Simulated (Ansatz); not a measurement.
Born–Oppenheimer molecular dynamics of CH₃LiS (6 atoms, charge 0, multiplicity 1). It starts from a relaxed structure.

The calculation used RKS B3LYP/def2-SVP in Ansatz.

```yaml
ensemble: NVT, Langevin thermostat
time_step: 1 fs
steps_asked: 150
set_temperature: 400 K
friction: 0.02 /fs
temperature_schedule: 37 steps to 400 K, then 113 steps to 800 K
seed: 430755
```

First frame:

```xyz
6
Properties=species:S:1:pos:R:3
Li -0.509 -2.374 1.019
S -1.095 -0.754 -0.241
C 0.210 0.548 -0.202
H 1.196 0.165 -0.510
H -0.071 1.346 -0.907
H 0.310 1.006 0.795
```

Task: What does the run give?

Result: All steps were run.

```yaml
steps_done: 150
time_covered: 150 fs
mean_temperature_over_the_second_half: 540 K
spread_of_the_potential_energy_over_the_second_half: 18.4 meV per atom
mean_potential_energy_of_the_second_half_above_the_start: 45.7 meV per atom
```

The schedule's set-point averaged 667 K over the second half and the system 540 K, so it lags behind the ramp. A run of 0.15 ps of so small a system gives no equilibrium averages.

Task: What happens to the structure?

Result: The same pairs are bonded in the first frame and the last. Pairs count as bonded within 1.25 times the sum of covalent radii (0.12 Å more for H–H). This is one draw of velocities; another would differ in detail.

Task: How do temperature and energy run in time?

Result: 
| time (fs) | T (K) | potential energy less start (eV) |
| --- | --- | --- |
| 0.0 | 333 | 0.000 |
| 5.0 | 137 | 0.127 |
| 10.0 | 99 | 0.155 |
| 15.0 | 193 | 0.082 |
| 20.0 | 204 | 0.045 |
| 25.0 | 140 | 0.110 |
| 30.0 | 139 | 0.092 |
| 35.0 | 262 | 0.045 |
| 40.0 | 324 | 0.107 |
| 45.0 | 191 | 0.159 |
| 50.0 | 341 | 0.078 |
| 55.0 | 578 | 0.095 |
| 60.0 | 446 | 0.227 |
| 65.0 | 436 | 0.233 |
| 70.0 | 456 | 0.172 |
| 75.0 | 477 | 0.151 |
| 80.0 | 384 | 0.203 |
| 85.0 | 440 | 0.120 |
| 90.0 | 250 | 0.228 |
| 95.0 | 249 | 0.253 |
| 100.0 | 523 | 0.169 |
| 105.0 | 874 | 0.213 |
| 110.0 | 631 | 0.262 |
| 115.0 | 475 | 0.361 |
| 120.0 | 838 | 0.171 |
| 125.0 | 711 | 0.357 |
| 130.0 | 546 | 0.325 |
| 135.0 | 748 | 0.215 |
| 140.0 | 508 | 0.344 |
| 145.0 | 737 | 0.394 |
| 150.0 | 475 | 0.586 |

Run time: 120 s on 1 CPU thread of a shared host.
